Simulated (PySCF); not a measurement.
Computed with PySCF with B3LYP-D3(BJ)/def2-TZVP // PBE0-D4/def2-TZVP. Gas-phase values, no solvent. One relaxed conformer stands for a flexible species; it need not be the lowest. B3LYP has the VWN-RPA correlation part, as in Gaussian. 

Reference species (SMILES): `[CH2]C` (neutral, multiplicity 2).

* **highest occupied spin orbital**: -5.61 eV

Changed species: `C=CC[S]` (C–C–C–S torsion 119°) (radical fragment; the reference has radical fragment).

Problem. What does the change do to the highest occupied spin orbital?

Solution. the highest occupied spin orbital falls by 0.84 eV, to -6.45 eV.
